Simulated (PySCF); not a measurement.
Species: (CH3)2CHCHF2, C4H8F2.
Atom-mapped SMILES: `[CH3:1][CH:2]([CH3:3])[CH:4]([F:5])[F:6]` (hydrogens: H7, H8, H9 on C1; H10 on C2; H11, H12, H13 on C3; H14 on C4)

Structure optimised with GFN2-xTB, isolated species.

(1) Give the optimised bond lengths and angles.

Results:

(1) 
```json
{"bond": "C1–C2, C2–C3", "length (Å)": "1.527", "order": "single"}
{"bond": "C2–C4", "length (Å)": "1.528", "order": "single"}
{"bond": "C4–F5, C4–F6", "length (Å)": "1.356", "order": "single"}
{"bond": "C1–H7 and 5 like bonds", "length (Å)": "1.087", "order": "single"}
{"bond": "C2–H10", "length (Å)": "1.095", "order": "single"}
{"bond": "C4–H14", "length (Å)": "1.102", "order": "single"}
```

Bonds in one row agree within 0.01 Å and their mean is given. Orders are formal, as drawn. A selection of angles:
```json
{"angle": "C2–C1–H7", "degrees": "110.1"}
{"angle": "H7–C1–H8", "degrees": "108.7"}
{"angle": "C1–C2–C3", "degrees": "111.6"}
{"angle": "C1–C2–C4", "degrees": "110.1"}
{"angle": "C1–C2–H10", "degrees": "109.4"}
{"angle": "C4–C2–H10", "degrees": "106.4"}
{"angle": "C2–C3–H11", "degrees": "111.0"}
{"angle": "C2–C4–F5", "degrees": "111.5"}
{"angle": "C2–C4–H14", "degrees": "113.1"}
{"angle": "F5–C4–F6", "degrees": "106.0"}
{"angle": "F5–C4–H14", "degrees": "107.3"}
```

Torsions: C1–C2–C4–F5 -56° (synclinal). The mirror-image conformer, all signs reversed, is as good.

Of the pairs four or more bonds apart, F5···H9 is among the closest relative to their van der Waals radii: 2.56 Å, 96 % of the sum of Bondi's values. All 3 C–C bonds measure 1.526 to 1.528 Å.

Point group: C1 (no symmetry element, even within 0.4 Å). Not checked by GFN2-xTB frequencies. The numbers are those of one conformer.

All values are computed, not measured.
